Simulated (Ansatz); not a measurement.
in.yaml

```yaml
crystal:
  periodic: [false, false, false]
  atoms:
    - {symbol: N, position_ang: [0.000000, 0.000000, 0.000000]}
    - {symbol: H, position_ang: [0.590343, 0.592302, 0.590214]}
    - {symbol: H, position_ang: [-0.592921, -0.588246, 0.591684]}
    - {symbol: H, position_ang: [-0.588983, 0.589598, -0.594267]}
    - {symbol: H, position_ang: [0.591561, -0.593654, -0.587631]}
basis:
  gaussian: {orbitals: def2-TZVPP}
total_charge: 1
correlation: {method: fci, electrons: all}
scf: {lower_state_search: off}
output: {forces: true}
```

```sh
$ ansatz run in.yaml --threads 1 --pin off --events-out ev --progress --plain --max-ram 2393MiB
```

**Question.** One thing in this input was set wrong on purpose, beside settings that are merely unusual. What is the gravest fault, and what does the program do?

**Answer.** Too large for memory. How the run ends: out of memory.
```
these checks for a lower state are left out or cut short: starts, cluster_reference, orbital_swaps, neighbouring_geometries, increment
1132 factors; integrals over basis functions are off by at most 1.2e-7 eV
mean field evaluation 1: about -1534.7982 eV, gradient 5.1e1 eV
mean field evaluation 2: about -1534.7977 eV, gradient 5.1e1 eV
mean field evaluation 4: about -1539.2267 eV, gradient 1.8e0 eV
mean field evaluation 8: about -1539.2405 eV, gradient 2.9e-4 eV
mean field -1539.24048817 eV, -56.5660446055 hartree, gradient 1.7e-6 eV, S^2 0.000000; 0 other end points of the search recorded, 0 dependent functions left out
reference -1539.24048817 eV, -56.5660446055 hartree; 5, 5 occupied and 82, 82 virtual orbitals, 1132 factors
Error: with the densities for the forces the run needs 4.77 GiB of the host's memory, and 2.33 GiB are given
refused for memory
```
